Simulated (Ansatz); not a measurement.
Two shapes of triplet HNO.

Shape 1:

```xyz
3

N     0.1246    0.4439    0.3460
H     0.1407    1.2607   -0.2923
O    -0.1076   -0.5215   -0.2628
```

Shape 2:

```xyz
3

N    -0.2594   -0.1058    0.5034
H    -0.9809   -0.8532    0.2438
O     0.3496    0.1993   -0.4710
```

Basis set: def2-SVP (spherical functions). Correlated methods keep 2 orbitals frozen. Charge 0, multiplicity 3.

Computed with Ansatz (development build ahead of 0.2.0); each method stands on the lowest determinant of its kind that the runs found.

Problem. Which shape is lower in energy, and by how much in each method?

Solution.

```
 method  E(2) − E(1) (eV)
    UHF            -0.032
UHF-MP2            -0.043
```

Shape 2 is lower. Caution: another spin multiplicity may lie lower.
